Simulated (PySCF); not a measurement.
Species, as SMILES: C=O (CH2-O).
Geometry (B3LYP-D3(BJ)/def2-TZVP, fixed):
```
C
O 1 1.1989
H 1 1.1075 2 122.05
H 1 1.1075 3 115.91 2 180.00
```

Basis-set convergence of the mean static polarisability at PBE0 with PySCF. All functions are spherical. Density fitting with generated auxiliary sets. No added dispersion term, no relativity. Reference: the value in d-aug-cc-pVTZ, 17.93 bohr³, itself unsure by roughly 0.3 % (its mean distance from aug-pcseg-3, aug-cc-pVQZ, aug-pcseg-2). Deviations are taken from unrounded values.

```json
[
 {"basis": "cc-pVDZ", "functions": "38", "mean static polarisability (bohr³)": "13.25"},
 {"basis": "aug-cc-pVDZ", "functions": "64", "mean static polarisability (bohr³)": "17.47"},
 {"basis": "def2-SVP", "functions": "38", "mean static polarisability (bohr³)": "13.22"},
 {"basis": "def2-SVPD", "functions": "59", "mean static polarisability (bohr³)": "17.27"},
 {"basis": "pcseg-1", "functions": "38", "mean static polarisability (bohr³)": "13.32"},
 {"basis": "aug-pcseg-1", "functions": "64", "mean static polarisability (bohr³)": "17.58"},
 {"basis": "6-311G**", "functions": "48", "mean static polarisability (bohr³)": "13.70"},
 {"basis": "6-311+G**", "functions": "56", "mean static polarisability (bohr³)": "15.21"},
 {"basis": "def2-TZVP", "functions": "74", "mean static polarisability (bohr³)": "15.66"},
 {"basis": "def2-TZVPD", "functions": "95", "mean static polarisability (bohr³)": "17.75"},
 {"basis": "cc-pVTZ", "functions": "88", "mean static polarisability (bohr³)": "15.36"},
 {"basis": "aug-cc-pVTZ", "functions": "138", "mean static polarisability (bohr³)": "17.81"},
 {"basis": "pcseg-2", "functions": "88", "mean static polarisability (bohr³)": "15.77"},
 {"basis": "aug-pcseg-2", "functions": "138", "mean static polarisability (bohr³)": "17.83"},
 {"basis": "def2-TZVPP", "functions": "90", "mean static polarisability (bohr³)": "15.90"},
 {"basis": "def2-TZVPPD", "functions": "111", "mean static polarisability (bohr³)": "17.80"},
 {"basis": "cc-pVQZ", "functions": "170", "mean static polarisability (bohr³)": "16.51"},
 {"basis": "aug-cc-pVQZ", "functions": "252", "mean static polarisability (bohr³)": "17.89"},
 {"basis": "def2-QZVPP", "functions": "174", "mean static polarisability (bohr³)": "16.79"},
 {"basis": "def2-QZVPPD", "functions": "195", "mean static polarisability (bohr³)": "17.86"},
 {"basis": "pcseg-3", "functions": "186", "mean static polarisability (bohr³)": "17.32"},
 {"basis": "aug-pcseg-3", "functions": "268", "mean static polarisability (bohr³)": "17.91"}
]
```

What the diffuse functions change, pair by pair:
- cc-pVDZ to aug-cc-pVDZ: 26 more functions, deviation -26.1 to -2.6 %
- def2-SVP to def2-SVPD: 21 more functions, deviation -26.3 to -3.7 %
- pcseg-1 to aug-pcseg-1: 26 more functions, deviation -25.7 to -1.9 %
- 6-311G** to 6-311+G**: 8 more functions, deviation -23.6 to -15.2 %
- def2-TZVP to def2-TZVPD: 21 more functions, deviation -12.7 to -1.0 %
- cc-pVTZ to aug-cc-pVTZ: 50 more functions, deviation -14.4 to -0.7 %
- pcseg-2 to aug-pcseg-2: 50 more functions, deviation -12.1 to -0.6 %
- def2-TZVPP to def2-TZVPPD: 21 more functions, deviation -11.3 to -0.7 %
- cc-pVQZ to aug-cc-pVQZ: 82 more functions, deviation -7.9 to -0.2 %
- def2-QZVPP to def2-QZVPPD: 21 more functions, deviation -6.3 to -0.4 %
- pcseg-3 to aug-pcseg-3: 82 more functions, deviation -3.4 to -0.1 %

They bring the value nearer the reference by more than 0.3 % in 11 of 11 pairs.
